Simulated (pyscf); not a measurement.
Single points on ωB97X-D3(BJ)/def2-SVP structures (PySCF, gas phase). MP2 and CC: frozen core, UHF for open shells. ΔMP2 is the change of the MP2 total energy from the triple- to the quadruple-zeta basis.

Question: For H₃C–AlH–F -> H₃C–Al [singlet] + HF, a 1,1-elimination (singlet surface; Al–F, Al–H broken, F–H formed), PBE/def2-TZVP gives ΔE‡ = 3.04 eV and ΔE = +3.03 eV (zero: the reactant's lowest minimum found). In which direction and how far do B3LYP-D3(BJ)/def2-TZVP, M06-2X/def2-TZVP, CCSD(T)/def2-TZVPP + ΔMP2(QZVPP) move these?

Answer: B3LYP-D3(BJ): ΔE‡ = 3.43 eV, ΔE = +3.12 eV; M06-2X: ΔE‡ = 3.53 eV, ΔE = +3.09 eV; CCSD(T): ΔE‡ = 3.57 eV, ΔE = +3.06 eV. PBE's barrier lies under all of them, by 0.39 to 0.52 eV. Its reaction energy lies under all of them, by 0.03 to 0.09 eV. Low barriers are usual for a GGA, whose delocalisation error favours stretched bonds. On the product side the descent ends in a complex, 0.19 eV under the separated species and 0.57 eV under the saddle at ωB97X-D3(BJ)/def2-TZVP. This is the saddle that the search found; another between the same sides may lie lower. The CCSD(T) − MP2 part came from Ansatz, without density fitting, on the same reference.
